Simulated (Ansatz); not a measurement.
## Where CCSD(T) holds and where it slips

Each species is computed at the geometry given (Å), with frozen cores, in Ansatz 0.2.0: RHF-CCSD(T) for singlets, UHF-CCSD(T) otherwise, and full CI in the same basis. The program picks the determinant by trial CCSD, so it needn't be the lowest Hartree–Fock solution. States: Si2 Σg⁺ or Δg, NaO⁺ Σ⁻ or Δ, SiN Π. Cases whose determinant has another symmetry than full CI's state, or whose (Q) step broke down, weren't drawn.

Question: Judging by size, spin and bonding and the diagnostics given, rank them by the size of CCSD(T)'s error in total energy against full CI in the same basis, smallest first (an estimate).
A. Si$_{2}$, singlet, 6-31G: Si 0.000 0.000 0.000; Si 0.000 0.000 1.788. T1 0.029, (T) -183 meV in a correlation energy of -4.03 eV
B. NaO⁺, triplet, cc-pVDZ: O 0.000 0.000 0.000; Na 0.000 0.000 2.517. T1 0.007, (T) -27 meV in a correlation energy of -3.27 eV
C. SiN, doublet, 6-31G: Si 0.000 0.000 0.000; N 0.000 0.000 5.367. T1 0.005, (T) -8 meV in a correlation energy of -1.57 eV

Answer: C (0.5 meV), B (4.8 meV), A (60.8 meV).

| species | basis | correlated electrons | CCSD(T) − full CI (meV) | CCSDT(Q) − full CI (meV) | unpaired electrons (full CI) | T1 | ⟨S²⟩ of the determinant |
| --- | --- | --- | --- | --- | --- | --- | --- |
| SiN, doublet | 6-31G | 9 | -0.5 | -3.3 | 5.01 | 0.005 | 2.75 |
| NaO⁺, triplet | cc-pVDZ | 6 | 4.8 | -1.6 | 2.01 | 0.007 | 2.01 |
| Si2, singlet | 6-31G | 8 | 60.8 | -3.3 | 0.47 | 0.029 | 0.00 |

Unpaired electrons are Σ n²(2−n)² over natural occupations; an open shell counts its own unpaired electrons too. Frozen cores follow each run's orbitals, which moves totals by a few meV. No single determinant describes SiN, doublet well, by full CI's occupations.
